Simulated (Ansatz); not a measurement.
**HSi–NH$_{2}$, singlet: the ladder up to RCCSDT(Q)**

Geometry: a PBE0/def2-TZVP stationary point for this spin, not checked as a minimum.

```
atom   x (Å)    y (Å)    z (Å)
  Si  0.0000  -0.0811   0.6246
   N  0.0000   0.0494  -1.0775
   H  0.0000   1.4343   0.8505
   H  0.0000   0.9052  -1.6101
   H  0.0000  -0.7657  -1.6709
```

Basis cc-pVTZ; Ansatz 0.2.0. Only valence electrons are correlated (noble-gas cores frozen), which leaves 12 electrons in 100 orbitals. Prefix R: restricted or restricted open-shell reference. Active spaces: valence = (12e, 11o) chosen from the atoms' valence shells.

Full CI isn't at hand for all of this; RCCSDT(Q) serves as the reference, and is uncertain by about the last step of the cluster series.

The UHF ⟨S²⟩ is 0.000, the T1 diagnostic (RCCSD) is 0.0154 and the largest doubles amplitude (RCCSD) is 0.077.

Question: From what is known of these methods and the diagnostics, rank them by the size of their error in total energy against RCCSDT(Q) in cc-pVTZ, smallest first (an estimate: the text doesn't fix the numbers).
A. RCCSDT
B. NEVPT2 (valence space)
C. CASSCF (valence space)
D. BCCD(T)
E. RHF

Answer: A (21 meV), D (38 meV), B (1713 meV), C (6441 meV), E (9938 meV).

All errors are against RCCSDT(Q) in cc-pVTZ. Within each family the higher level lies nearer, as is usual though not guaranteed.

Natural occupations of CASSCF (valence space) about the gap: 1.984 1.980 1.977 1.975 1.969 0.031 0.023 0.022 0.022 0.019; effectively unpaired electrons, Σ n²(2−n)², 0.02.

Atomization energy (electronic, same basis, no zero-point term; atoms at the same level, unrestricted beside the R rows where the molecule is a closed shell, with restricted open-shell steps beyond CCSDT(Q)) at RCCSDT(Q): 1478.9 kJ/mol. Errors of other levels:

```csv
level,error (kJ/mol)
RHF,-455.1
RMP2,-2.7
RCCSD,-24.2
RCCSD(T),-0.8
BCCD(T),-0.1
RCCSDT,-1.8
CASSCF (valence space),-132.6
NEVPT2 (valence space),-67.4
```

This basis is far from its limit, so the value isn't to be set against a measured one.
